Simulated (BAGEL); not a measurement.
**One shape, several levels: SiH2O (oxosilane)**

We compute a comparison of 4 runs (HF/STO-3G, HF/3-21G, HF/6-31G*, CASPT2(12,10)/6-31G*) of SiH2O (oxosilane). 

Program for the calculation: BAGEL 1.2.2.

19 further runs of the same task are left out: 19 set aside as unsound or not needed.

## Step 1: The system as given

SiH2O has 4 atoms, charge 0, and is taken as a singlet. SMILES: `O=[SiH2]`. The Si2–H4 distance was set to 2.674 Å, away from the relaxed value. At this shape a bond of the SMILES string is far longer than usual.

Bond lengths: O1–Si2 1.516 Å, Si2–H3 1.485 Å. Angles: O1–Si2–H3 124.0°.

## Step 2: A single-point energy at HF/STO-3G (density fitting with qzvpp-jkfit) (run 1)

input.json reads:

```json
{ "bagel": [

{
  "title": "molecule",
  "basis": "sto-3g",
  "df_basis": "qzvpp-jkfit",
  "angstrom": true,
  "geometry": [
    { "atom": "O", "xyz": [   -0.168565,   -0.316790,    2.400022 ] },
    { "atom": "Si", "xyz": [    0.107935,   -0.720490,    0.965422 ] },
    { "atom": "H", "xyz": [    0.554535,   -2.076290,    0.554322 ] },
    { "atom": "H", "xyz": [   -0.150000,    0.922700,   -1.128300 ] }
  ]
},
{
  "title": "hf"
},
{
  "title": "print",
  "file": "orbitals.molden",
  "orbitals": true
}

]}
```

On the command line:

```bash
$ BAGEL_NUM_THREADS=1 BAGEL input.json > input.out
```

Standard output:

```text
* using 1 threads per process

  ===============================================================
  ===============================================================

  *** Geometry ***

  { "atom" : "O", "xyz" : [     -0.318542,     -0.598646,      4.535384 ] },
  { "atom" : "Si", "xyz" : [      0.203968,     -1.361529,      1.824383 ] },
  { "atom" : "H", "xyz" : [      1.047919,     -3.923619,      1.047517 ] },
  { "atom" : "H", "xyz" : [     -0.283459,      1.743650,     -2.132178 ] },

  Number of auxiliary basis functions:      241

  Since a DF basis is specified, we compute 2- and 3-index integrals:
    o Being stored without compression. Storage requirement is 0.000 GB

  Number of basis functions:       16
  Number of electrons      :       24

    * METHOD: MOLECULE                             0.04

  *** RHF ***

  === Nuclear Repulsion ===
    49.7390741175

      * DIIS with orbital gradients will be used.

  === RHF iteration (sto-3g) ===
      0       -360.03394605          0.04885869           0.00
      1       -360.02717991          0.06648923           0.00
      2       -360.26518729          0.00655067           0.00
      3       -360.27131070          0.00210932           0.00
      4       -360.27207759          0.00085465           0.00
      5       -360.27227252          0.00035602           0.00
      6       -360.27230790          0.00010603           0.00
      7       -360.27231169          0.00004371           0.00
      8       -360.27231239          0.00000927           0.00
      9       -360.27231240          0.00000348           0.00
     10       -360.27231240          0.00000128           0.00
     11       -360.27231240          0.00000063           0.00
     12       -360.27231240          0.00000022           0.00
     13       -360.27231240          0.00000008           0.00
     14       -360.27231240          0.00000004           0.00
     15       -360.27231240          0.00000001           0.00
     16       -360.27231240          0.00000001           0.00
    * SCF iteration converged.

    * Permanent dipole moment:
           (   -0.238254,     0.670693,     0.361355) a.u.

    * METHOD: HF                                   0.07

    * METHOD: PRINT                                0.00

  ===============================================================
```

Wall time 0.24 s (1 thread of Arm Neoverse V1, shared host).

## Step 3: The energy at HF/3-21G (density fitting with qzvpp-jkfit) (run 2)

hf.json reads:

```json
{ "bagel" : [

{
  "title" : "molecule",
  "basis" : "3-21g",
  "df_basis" : "qzvpp-jkfit",
  "angstrom" : true,
  "geometry" : [
    { "atom" : "O", "xyz" : [      -0.168565,      -0.316790,       2.400022 ] },
    { "atom" : "Si", "xyz" : [       0.107935,      -0.720490,       0.965422 ] },
    { "atom" : "H", "xyz" : [       0.554535,      -2.076290,       0.554322 ] },
    { "atom" : "H", "xyz" : [      -0.150000,       0.922700,      -1.128300 ] }
  ]
},

{ "title" : "hf" },

{ "title" : "print", "file" : "orbitals.molden", "orbitals" : true }

]}
```

On the command line:

```bash
$ BAGEL_NUM_THREADS=1 BAGEL hf.json > hf.out
```

Standard output:

```text
* using 1 threads per process

  ===============================================================
  ===============================================================

  *** Geometry ***

  { "atom" : "O", "xyz" : [     -0.318542,     -0.598646,      4.535384 ] },
  { "atom" : "Si", "xyz" : [      0.203968,     -1.361529,      1.824383 ] },
  { "atom" : "H", "xyz" : [      1.047919,     -3.923619,      1.047517 ] },
  { "atom" : "H", "xyz" : [     -0.283459,      1.743650,     -2.132178 ] },

  Number of auxiliary basis functions:      241

  Since a DF basis is specified, we compute 2- and 3-index integrals:
    o Being stored without compression. Storage requirement is 0.001 GB

  Number of basis functions:       26
  Number of electrons      :       24

    * METHOD: MOLECULE                             0.04

  *** RHF ***

  === Nuclear Repulsion ===
    49.7390741175

      * DIIS with orbital gradients will be used.

  === RHF iteration (3-21g) ===
      0       -362.58883614          0.05896370           0.00
      1       -362.46811980          0.08446161           0.00
      2       -362.81246658          0.00299670           0.00
      3       -362.81385915          0.00114322           0.00
      4       -362.81415572          0.00057556           0.00
      5       -362.81424863          0.00026210           0.00
      6       -362.81427373          0.00007848           0.00
      7       -362.81427516          0.00005036           0.00
      8       -362.81427540          0.00001234           0.00
      9       -362.81427543          0.00000384           0.00
     10       -362.81427544          0.00000062           0.00
     11       -362.81427544          0.00000021           0.00
     12       -362.81427544          0.00000007           0.00
     13       -362.81427544          0.00000004           0.00
     14       -362.81427544          0.00000003           0.00
     15       -362.81427544          0.00000001           0.00
    * SCF iteration converged.

    * Permanent dipole moment:
           (   -0.337533,     0.795571,     0.930781) a.u.

    * METHOD: HF                                   0.09

    * METHOD: PRINT                                0.00

  ===============================================================
```

Run time: 0.26 s. Hardware: 1 thread of Arm Neoverse V1, shared host.

Run 3 isn't shown in full; the table further down has it.

## Step 4: The energy at CASPT2(12,10)/6-31G(d) (density fitting with qzvpp-jkfit, spherical functions) (run 4)

caspt2.json reads:

```json
{ "bagel": [

{
  "title": "molecule",
  "basis": "6-31gs.json",
  "df_basis": "qzvpp-jkfit",
  "angstrom": "true",
  "geometry": [
    { "atom": "O", "xyz": [   -0.168565,   -0.316790,    2.400022 ] },
    { "atom": "Si", "xyz": [    0.107935,   -0.720490,    0.965422 ] },
    { "atom": "H", "xyz": [    0.554535,   -2.076290,    0.554322 ] },
    { "atom": "H", "xyz": [   -0.150000,    0.922700,   -1.128300 ] }
  ]
},
{ "title": "hf" },
{ "title": "casscf", "nstate": 1, "nact": 10, "nclosed": 6, "maxiter": 200, "natocc": "true" },
{ "title": "print", "file": "orbitals.molden", "orbitals": "true" },
{ "title": "smith", "method": "caspt2", "ms": "true", "xms": "true", "sssr": "true", "shift": 0.0, "ncore": 6 }

]}
```

The basis set 6-31G* is read from a file made from the Basis Set Exchange's data (not shown).

On the command line:

```bash
$ BAGEL_NUM_THREADS=1 BAGEL caspt2.json > caspt2.out
```

Standard output:

```text
* using 1 threads per process

  ===============================================================
  ===============================================================

  *** Geometry ***

  { "atom" : "O", "xyz" : [     -0.318542,     -0.598646,      4.535384 ] },
  { "atom" : "Si", "xyz" : [      0.203968,     -1.361529,      1.824383 ] },
  { "atom" : "H", "xyz" : [      1.047919,     -3.923619,      1.047517 ] },
  { "atom" : "H", "xyz" : [     -0.283459,      1.743650,     -2.132178 ] },

  Number of auxiliary basis functions:      241

  Since a DF basis is specified, we compute 2- and 3-index integrals:
    o Being stored without compression. Storage requirement is 0.002 GB

  Number of basis functions:       36
  Number of electrons      :       24

    * METHOD: MOLECULE                             0.05

  *** RHF ***

  === Nuclear Repulsion ===
    49.7390741175

      * DIIS with orbital gradients will be used.

[... 6 lines left out ...]
    * SCF iteration converged.
[... 1 line left out ...]
    * Permanent dipole moment:
[... 22 lines left out ...]
    * Second-order optimization converged. *
[... 19 lines left out ...]
     * ci vector, state   0, <S^2> = 0.0000
       222222....     0.8960560174
       22222.2...    -0.3724916403
       2222.2.2..    -0.0988077702
       22.222..2.    -0.0522001277

    * METHOD: CASSCF                              32.45

    * METHOD: PRINT                                0.00

  === SMITH program ===

    * freezing 6 orbitals

    * Approximate memory requirement for SMITH calulation per MPI process:
      o Storage requirement for T-amplitude, lambda, and residual is 0.00 GB
      o Storage requirement for MO integrals is 0.00 GB
    * Calculating and saving rdm4f

    * Zeroth order energy : state  0       -7.4498441032

    * CASPT2 iteration is performed using redundant basis

      ---- iteration ----

        0    -0.13352910     0.01078795      0.22
        1    -0.13542244     0.00177749      0.23
        2    -0.13550484     0.00033587      0.22
        3    -0.13550749     0.00006512      0.23
        4    -0.13550760     0.00001047      0.24
        5    -0.13550761     0.00000221      0.24
        6    -0.13550761     0.00000043      0.23

      -------------------

    * CASPT2 energy : state  0     -365.0788940668
        reference weight              0.9587072911

    * METHOD: SMITH                               15.07

  ===============================================================
```

Run time: 48 s. Hardware: 1 thread of Arm Neoverse V1, shared host; peak memory 5.1 GiB.

## Step 5: The series

```tsv
run	level	iteration cap	active rule	energy (Eh)	dipole moment (D)	HOMO energy (eV)	LUMO energy (eV)	wall time
1	HF/STO-3G (density fitting with qzvpp-jkfit)	–	–	-360.272312	2.03	-5.33	3.28	0.24 s
2	HF/3-21G (density fitting with qzvpp-jkfit)	–	–	-362.814275	3.23	-9.45	-0.39	0.26 s
3	HF/6-31G* (density fitting with qzvpp-jkfit, spherical functions)	–	–	-364.765489	3.55	-9.80	-0.50	0.32 s
4	CASPT2(12,10)/6-31G* (density fitting with qzvpp-jkfit, spherical functions)	200	valence	-365.078894	–	–	–	48 s
```

## Step 6: Results

| quantity | value |
| --- | --- |
| run 4: total energy | -365.07889 Eh |

Over runs 1, 2, 3 the dipole moment (its size) runs from 2.03 D (HF/STO-3G) to 3.55 D (HF/6-31G*). Over runs 1, 2, 3 the HOMO–LUMO gap runs from 8.62 eV (HF/STO-3G) to 9.30 eV (HF/6-31G*). In run 1 the basis is minimal, so the values are rough. In runs 1, 2, 3 a closed-shell determinant meets a far-stretched bond, which it describes badly. All runs together took 49 s, the longest 48 s.
